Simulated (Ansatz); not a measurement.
Ansatz (a program for electronic structure) input (B3LYP/LANL2DZ): The .json file is the Basis Set Exchange's LANL2DZ.

Ansatz 0.2 input:
```yaml
crystal:
  periodic: [false, false, false]
  atoms:
    - {symbol: C, position_ang: [-0.10644814, 0.00012443, 0.65826033]}
    - {symbol: C, position_ang: [-0.01250920, 1.23540580, -0.20866068]}
    - {symbol: C, position_ang: [-0.01309094, -1.23546271, -0.20828770]}
    - {symbol: H, position_ang: [0.75140505, 0.00002762, 1.35496915]}
    - {symbol: H, position_ang: [0.06818934, 2.15573248, 0.38660255]}
    - {symbol: H, position_ang: [0.06717427, -2.15564754, 0.38725335]}
    - {symbol: H, position_ang: [0.85621810, 1.26051106, -0.94069973]}
    - {symbol: H, position_ang: [-0.90284048, 1.36033553, -0.84804432]}
    - {symbol: H, position_ang: [-0.90348099, -1.36016621, -0.84763366]}
    - {symbol: H, position_ang: [0.85562439, -1.26119803, -0.94031908]}
basis:
  gaussian:
    orbitals: LANL2DZ.json
hamiltonian:
  xc: {name: B3LYP}
total_charge: -1
relax: {f_tol: 0.003, max_steps: 120}
```

From the last part of the output:

```
relax step   1: F+E_penalty+E_count = -3222.23546603 eV  Δ(F+E_penalty+E_count) = +0.000e0 eV  max|allowed force component| = 6.484e-1 eV/Å  Δτ_max = 0.0000 Å  (24 SCF iters, accepted)
these checks for a lower state are left out or cut short: starts, cluster_reference, orbital_swaps, neighbouring_geometries, increment
integrals: 0.01 GiB planned
562 factors; integrals over basis functions are off by at most 3.0e-4 eV
mean field: 0.11 GiB planned
mean field evaluation 16: about -3222.2798 eV, gradient 4.7e-3 eV
mean field -3222.26243912 eV, -118.4159605098 hartree, gradient 2.0e-5 eV, S^2 0.000000; 0 other end points of the search recorded, 0 dependent functions left out
the calculation of the forces begins
reference -3222.26264885 eV, -118.4159682170 hartree; 13, 13 occupied and 28, 28 virtual orbitals, 562 factors
relax step   2: F+E_penalty+E_count = -3222.26243912 eV  Δ(F+E_penalty+E_count) = -2.697e-2 eV  max|allowed force component| = 2.992e-1 eV/Å  Δτ_max = 0.0321 Å  (27 SCF iters, accepted)
these checks for a lower state are left out or cut short: starts, cluster_reference, orbital_swaps, neighbouring_geometries, increment
integrals: 0.01 GiB planned
562 factors; integrals over basis functions are off by at most 2.9e-4 eV
mean field: 0.11 GiB planned
mean field -3222.26662505 eV, -118.4161143397 hartree, gradient 2.2e-5 eV, S^2 0.000000; 0 other end points of the search recorded, 0 dependent functions left out
the calculation of the forces begins
reference -3222.26683501 eV, -118.4161220558 hartree; 13, 13 occupied and 28, 28 virtual orbitals, 562 factors
relax step   3: F+E_penalty+E_count = -3222.26662505 eV  Δ(F+E_penalty+E_count) = -4.186e-3 eV  max|allowed force component| = 8.151e-2 eV/Å  Δτ_max = 0.0097 Å  (27 SCF iters, accepted)
these checks for a lower state are left out or cut short: starts, cluster_reference, orbital_swaps, neighbouring_geometries, increment
integrals: 0.01 GiB planned
562 factors; integrals over basis functions are off by at most 2.9e-4 eV
mean field: 0.11 GiB planned
mean field evaluation 32: about -3222.2845 eV, gradient 3.5e-3 eV
mean field -3222.26658672 eV, -118.4161129311 hartree, gradient 2.4e-5 eV, S^2 0.000000; 0 other end points of the search recorded, 0 dependent functions left out
the calculation of the forces begins
reference -3222.26679602 eV, -118.4161206228 hartree; 13, 13 occupied and 28, 28 virtual orbitals, 562 factors
relax step   4: F+E_penalty+E_count = -3222.26658672 eV  Δ(F+E_penalty+E_count) = +3.833e-5 eV  max|allowed force component| = 7.154e-2 eV/Å  Δτ_max = 0.0347 Å  (26 SCF iters, rejected (line search))
these checks for a lower state are left out or cut short: starts, cluster_reference, orbital_swaps, neighbouring_geometries, increment
integrals: 0.01 GiB planned
562 factors; integrals over basis functions are off by at most 2.9e-4 eV
mean field: 0.11 GiB planned
mean field -3222.26743962 eV, -118.4161442749 hartree, gradient 2.3e-5 eV, S^2 0.000000; 0 other end points of the search recorded, 0 dependent functions left out
the calculation of the forces begins
reference -3222.26764935 eV, -118.4161519823 hartree; 13, 13 occupied and 28, 28 virtual orbitals, 562 factors
relax step   5: F+E_penalty+E_count = -3222.26743962 eV  Δ(F+E_penalty+E_count) = -8.146e-4 eV  max|allowed force component| = 5.214e-3 eV/Å  Δτ_max = 0.0172 Å  (26 SCF iters, accepted)
these checks for a lower state are left out or cut short: starts, cluster_reference, orbital_swaps, neighbouring_geometries, increment
integrals: 0.01 GiB planned
562 factors; integrals over basis functions are off by at most 2.9e-4 eV
mean field: 0.11 GiB planned
mean field -3222.26744870 eV, -118.4161446083 hartree, gradient 4.4e-5 eV, S^2 0.000000; 0 other end points of the search recorded, 0 dependent functions left out
the calculation of the forces begins
reference -3222.26765846 eV, -118.4161523168 hartree; 13, 13 occupied and 28, 28 virtual orbitals, 562 factors
relax step   6: F+E_penalty+E_count = -3222.26744870 eV  Δ(F+E_penalty+E_count) = -9.071e-6 eV  max|allowed force component| = 3.428e-3 eV/Å  Δτ_max = 0.0016 Å  (18 SCF iters, accepted)
these checks for a lower state are left out or cut short: starts, cluster_reference, orbital_swaps, neighbouring_geometries, increment
integrals: 0.01 GiB planned
562 factors; integrals over basis functions are off by at most 2.9e-4 eV
mean field: 0.11 GiB planned
mean field -3222.26745017 eV, -118.4161446623 hartree, gradient 1.5e-5 eV, S^2 0.000000; 0 other end points of the search recorded, 0 dependent functions left out
the calculation of the forces begins
reference -3222.26765992 eV, -118.4161523707 hartree; 13, 13 occupied and 28, 28 virtual orbitals, 562 factors
relax step   7: F+E_penalty+E_count = -3222.26745017 eV  Δ(F+E_penalty+E_count) = -1.470e-6 eV  max|allowed force component| = 1.251e-3 eV/Å  Δτ_max = 0.0007 Å  (17 SCF iters, accepted)
integrals: 0.01 GiB planned
562 factors; integrals over basis functions are off by at most 2.9e-4 eV
mean field: 0.11 GiB planned
mean field evaluation 64: about -3222.2850 eV, gradient 1.2e-1 eV
mean field -3222.26745017 eV, -118.4161446623 hartree, gradient 1.5e-5 eV, S^2 0.000000; 1 other end points of the search recorded, 0 dependent functions left out
the calculation of the forces begins
reference -3222.26765992 eV, -118.4161523707 hartree; 13, 13 occupied and 28, 28 virtual orbitals, 562 factors
Total energy: -3222.26765992 eV, -118.4161523707 hartree
Atom 0 at    -0.108870     0.000127     0.670094 Å, force     0.000213     0.000000     0.000342 eV/Å
Atom 1 at    -0.009042     1.257661    -0.217469 Å, force     0.000487    -0.000489    -0.001003 eV/Å
Atom 2 at    -0.009634    -1.257722    -0.217089 Å, force     0.000487     0.000489    -0.001004 eV/Å
Atom 3 at     0.757212     0.000029     1.375588 Å, force    -0.000036     0.000000    -0.000044 eV/Å
Atom 4 at     0.066770     2.175497     0.397903 Å, force    -0.000115     0.000394     0.000683 eV/Å
Atom 5 at     0.065745    -2.175408     0.398560 Å, force    -0.000116    -0.000393     0.000683 eV/Å
Atom 6 at     0.861286     1.295901    -0.952307 Å, force    -0.001251    -0.000275     0.000308 eV/Å
Atom 7 at    -0.911626     1.378452    -0.855169 Å, force     0.000792     0.000366    -0.000136 eV/Å
Atom 8 at    -0.912275    -1.378281    -0.854753 Å, force     0.000792    -0.000366    -0.000136 eV/Å
Atom 9 at     0.860675    -1.296594    -0.951916 Å, force    -0.001251     0.000276     0.000308 eV/Å
Dipole moment:     0.282892    -0.000144    -0.514201 e Å
```

The dipole moment of an ion depends on the origin.
